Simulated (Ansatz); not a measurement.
Results of PBEsol-D3(BJ) (Ansatz, a quantum-chemistry and plane-wave program, PAW) for bcc Mo.

Settings: plane-wave cutoff 520 eV, 24×24×24 k mesh, Fermi–Dirac smearing 0.05 eV, no spin polarisation, scalar-relativistic PAW data made under PBE.

The volume scan:

| V (Å³/atom) | E − E_lowest (meV/atom) | P (GPa) |
|---|---|---|
| 14.024 | 55.46 | 20.95 |
| 14.322 | 23.76 | 13.23 |
| 14.621 | 5.73 | 6.26 |
| 14.919 | 0.00 | -0.01 |
| 15.217 | 5.36 | -5.65 |
| 15.516 | 20.71 | -10.74 |
| 15.814 | 45.04 | -15.32 |

Question: Estimate the bulk modulus from the pressures at 14.621 and 15.217 Å³/atom, and compare it with a fit to all energies.

Answer: B = −V dP/dV. Between V = 14.621 and 15.217 Å³/atom, dP/dV = (-5.65 − (6.26))/(15.217 − 14.621) = -20.0 GPa per Å³/atom; at the midpoint 14.919 Å³/atom this gives B ≈ 298 GPa. The third-order Birch–Murnaghan fit gives V0 = 14.919 Å³/atom, B0 = 297 GPa, B′ = 4.2, which lies within 1 % of that estimate.

Measured, for comparison: bulk modulus 265 GPa (zero-point energy and finite temperature contributions removed, our sources range from 265 to 278; as tabulated in doi:10.1021/acs.jctc.3c00612); equilibrium volume per atom 15.49 Å³/atom (static lattice: zero-point anharmonic expansion removed; as tabulated in Mejia-Rodriguez and Trickey (2018), arXiv:1807.09216). Computed (rounded) less measured: bulk modulus +12 % (+7 % to +12 % over the range), equilibrium volume per atom -3.7 %.

Static lattice: no zero-point or thermal effects.
